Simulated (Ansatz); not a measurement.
Input file:

```yaml
crystal:
  periodic: [false, false, false]
  atoms:
    - {symbol: Ru, position_ang: [0.000000, 0.000000, 0.000000]}
    - {symbol: N, position_ang: [0.000000, 0.000000, 1.540800]}
basis:
  gaussian: {orbitals: def2-TZVPP}
magnetization: {spin_polarized: true, initial_magnetization: 1}
hamiltonian: {xc: {name: B2PLYP}}
correlation: {electrons: outside_noble_gas}
```

```sh
$ ansatz run in.yaml --threads 1 --pin off --events-out ev --progress --plain --max-ram 4096MiB --backend cpu
```

Output:

```
600 factors; integrals over basis functions are off by at most 9.0e-4 eV
mean field evaluation 1: about -4056.9251 eV, gradient 2.5e1 eV
mean field evaluation 2: about -4057.0388 eV, gradient 2.5e1 eV
mean field evaluation 4: about -4058.4626 eV, gradient 1.7e1 eV
mean field evaluation 8: about -4059.3845 eV, gradient 3.8e-1 eV
mean field evaluation 16: about -4059.3919 eV, gradient 3.0e-2 eV
mean field evaluation 32: about -4059.3920 eV, gradient 1.2e-5 eV
mean field evaluation 64: about -4058.6645 eV, gradient 7.0e0 eV
mean field -4059.39196418 eV, -149.1799031291 hartree, gradient 2.9e-6 eV, S^2 0.757104; 6 other end points of the search recorded, 0 dependent functions left out
5 core orbitals not correlated: weight in the atoms' cores, before any rotation towards them, 0.991 or more for the frozen orbitals, at most 0.006 for the correlated occupied ones
reference -4059.39207525 eV, -149.1799072106 hartree; 7, 6 occupied and 75, 76 virtual orbitals, 600 factors
second order -20.72249411 eV of doubles, -0.00000000 eV of singles
Total energy: -4064.98714866 eV, -149.3855223659 hartree
```

Ran on 1 thread of AMD EPYC 7R13, shared host: 10 s wall, 0.18 GiB peak host memory.
